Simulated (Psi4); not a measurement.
# C2HF2 (SMILES F/[C]=C\F): UHF/6-311+G(d,p) (sweep point 7)

Aim: the vertical ionisation energy of C2HF2 at UHF/6-311+G** (sweep point 7), from 2 runs. Input form: a Python script.

The calculation is run with Psi4 1.11.

**1. The system as given**

C2HF2 has 5 atoms, charge 0, and is taken as a doublet. SMILES: `F/[C]=C\F`. Geometry: relaxed at PBE0-D4/def2-TZVP.

Bond lengths: F1–C2 1.295 Å, C2–C3 1.313 Å, C3–F4 1.341 Å, C3–H5 1.080 Å. Angles: F1–C2–C3 131.7°, C2–C3–F4 122.5°, C2–C3–H5 122.5°, F4–C3–H5 115.0°.

**2. A single-point energy at UHF/6-311+G(d,p) (sweep point 7)**

Input file calc.py:

```python
import psi4

psi4.set_memory(1600000000)
psi4.set_num_threads(1)
psi4.core.set_output_file('c2hf2.out', False)

geom = psi4.geometry("""
0 2
F     -1.049400     0.476000    -1.486200
C     -0.104000    -0.180300    -0.893200
C      0.314100    -0.175100     0.351300
F     -0.242000     0.599600     1.294700
H      1.131100    -0.793900     0.692000
units angstrom
symmetry c1
""")

psi4.set_options(dict(basis='6-311+G**', reference='uhf', puream=True, scf_type='pk', maxiter=150))

e_tot = psi4.energy("scf")
print(f'scf energy: {e_tot:.10f} Eh')
```

Started as:

```bash
$ python calc.py
```

c2hf2.out:

```text
[...]
  Running in c1 symmetry.
[...]
  Nuclear repulsion =  105.172287960064480
[...]
  Multiplicity = 2
[...]
  Nalpha       = 16
  Nbeta        = 15
[...]
    Number of basis functions: 94
[...]
   @UHF iter   1:  -275.08226117027448   -7.12617e-01   3.58529e-03 DIIS/ADIIS
[...]
   @UHF iter  13:  -275.15598658802833   -4.59110e-08   7.97327e-07 DIIS
[...]
   @S^2 Observed:                9.475825230E-01
[...]
    Orbital Energies [Eh]
    ---------------------
    Alpha Occupied:
       1A    -26.363884     2A    -26.328652     3A    -11.374199
       4A    -11.337411     5A     -1.697420     6A     -1.645104
       7A     -1.089789     8A     -0.878338     9A     -0.797368
      10A     -0.775167    11A     -0.760174    12A     -0.725994
      13A     -0.693799    14A     -0.612050    15A     -0.498151
      16A     -0.424921
    Alpha Virtual:
      17A      0.068852    18A      0.090152    19A      0.098958
      20A      0.106392    21A      0.124508    22A      0.135847
      23A      0.150282    24A      0.204828    25A      0.208578
[...]
  @UHF Final Energy:  -275.15598658802833
   => Energetics <=
    Nuclear Repulsion Energy =            105.1722879600644802
    One-Electron Energy =                -589.3919253851747726
    Two-Electron Energy =                 209.0636508370819797
    Total Energy =                       -275.1559865880283269
  UHF NO Occupations:
  HONO-2 :   14  A 1.9979729
  HONO-1 :   15  A 1.9007071
[...]
 Multipole Moments:
 ------------------------------------------------------------------------------------
     Multipole            Electronic (a.u.)      Nuclear  (a.u.)        Total (a.u.)
 ------------------------------------------------------------------------------------
 L = 1.  Multiply by 2.5417464519 to convert [e a0] to [Debye]
 Dipole X            :         -1.3966789            1.9641372            0.5674583
 Dipole Y            :          1.0040903           -1.5273652           -0.5232749
 Dipole Z            :         -0.7612401            0.6871026           -0.0741375
 Magnitude           :                                                    0.7754495
[...]
```

The script printed:

```text
scf energy: -275.1559865880 Eh
```

Run time: 2.9 s. Hardware: 1 thread of Intel Xeon 6975P-C (Granite Rapids), shared host; peak memory 0.33 GiB.

**3. The singlet cation**

Input file calc.py:

```python
import psi4

psi4.set_memory(1600000000)
psi4.set_num_threads(1)
psi4.set_output_file('psi4.out', False)

geom = psi4.geometry("""
1 1
F     -1.049400     0.476000    -1.486200
C     -0.104000    -0.180300    -0.893200
C      0.314100    -0.175100     0.351300
F     -0.242000     0.599600     1.294700
H      1.131100    -0.793900     0.692000
symmetry c1
""")

psi4.set_options({
    'basis': '6-311+G**',
    'reference': 'rhf',
    'puream': True,
    'scf_type': 'pk',
})

energy_value, wavefunction = psi4.energy('hf', return_wfn=True)
print(f'hf energy: {energy_value:.10f} Eh')
```

Started as:

```bash
$ python calc.py
```

psi4.out (excerpt; [...] marks lines left out):

```text
[...]
  Running in c1 symmetry.
[...]
  Nuclear repulsion =  105.172287960064480
[...]
  Multiplicity = 1
[...]
  Nalpha       = 15
  Nbeta        = 15
[...]
    Number of basis functions: 94
[...]
   @RHF iter   1:  -274.60480242654666   -2.35158e-01   4.78665e-03 DIIS/ADIIS
[...]
   @RHF iter  10:  -274.72865139820760   -5.33992e-08   4.47198e-07 DIIS
[...]
    Orbital Energies [Eh]
    ---------------------
    Doubly Occupied:
       1A    -26.707474     2A    -26.613650     3A    -11.770423
       4A    -11.686506     5A     -2.007813     6A     -1.916385
       7A     -1.394487     8A     -1.169498     9A     -1.073106
      10A     -1.065731    11A     -1.040630    12A     -0.996313
      13A     -0.972165    14A     -0.889666    15A     -0.729737
[...]
  @RHF Final Energy:  -274.72865139820760
   => Energetics <=
    Nuclear Repulsion Energy =            105.1722879600644802
    One-Electron Energy =                -579.7347116467598198
    Two-Electron Energy =                 199.8337722884877508
    Total Energy =                       -274.7286513982076031
[...]
 Multipole Moments:
 ------------------------------------------------------------------------------------
     Multipole            Electronic (a.u.)      Nuclear  (a.u.)        Total (a.u.)
 ------------------------------------------------------------------------------------
 L = 1.  Multiply by 2.5417464519 to convert [e a0] to [Debye]
 Dipole X            :         -0.8151438            1.9641372            1.1489934
 Dipole Y            :          0.2870578           -1.5273652           -1.2403073
 Dipole Z            :         -1.4382854            0.6871026           -0.7511828
 Magnitude           :                                                    1.8500875
[...]
```

The script printed:

```text
hf energy: -274.7286513982 Eh
```

Run time: 2.1 s. Hardware: 1 thread of Intel Xeon 6975P-C (Granite Rapids), shared host; peak memory 0.33 GiB.

**4. Results**

At UHF/6-311+G** (sweep point 7):

```
                                          quantity          value
                       doublet C2HF2: total energy  -275.15599 Eh
                      doublet C2HF2: dipole moment         1.97 D
 doublet C2HF2: HOMO energy (highest over α and β)      -11.14 eV
  doublet C2HF2: LUMO energy (lowest over α and β)        1.17 eV
                               doublet C2HF2: ⟨S²⟩          0.948
                      singlet cation: total energy  -274.72865 Eh
                       singlet cation: HOMO energy      -19.86 eV
                       singlet cation: LUMO energy       -9.47 eV
                     singlet cation: HOMO–LUMO gap       10.39 eV
vertical ionisation energy (to the singlet cation)      11.628 eV
```

What this shows: The vertical ionisation energy comes to 11.63 eV (268 kcal/mol). Only the singlet of the ionised species was computed; a triplet could lie lower. ⟨S²⟩ (doublet C2HF2) is 0.95 where a pure doublet has 0.75: the reference is spin-contaminated.
